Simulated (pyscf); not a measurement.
PySCF, gas phase, ωB97X-D3(BJ)/def2-SVP geometries.

Problem. For the elementary gas-phase step H₃Ge–AsH₂ -> H₂Ge=AsH + H₂ (singlet surface; As–H, Ge–H broken, H–H formed), what barrier and reaction energy does ωB97M-D3(BJ)/def2-TZVP give, measured from the reactant's lowest minimum found?

Solution. ΔE‡ = 67.2 kcal/mol, ΔE = +32.0 kcal/mol. Zero-point energy shifts the barrier by -2.4 kcal/mol. It is an elimination, with an imaginary mode of 1510i cm⁻¹. At the saddle there is also a short Ge–H contact that neither side keeps. The same reactants have a lower exit, to GeH₃• + AsH₂• (no saddle counted: cutting one bond costs +61.8 kcal/mol at ωB97M-D3(BJ)/def2-TZVP, against +67.2 kcal/mol here). One saddle was located; it need not be the lowest between these sides. Elements up to Kr have no core potential and no relativistic terms here.
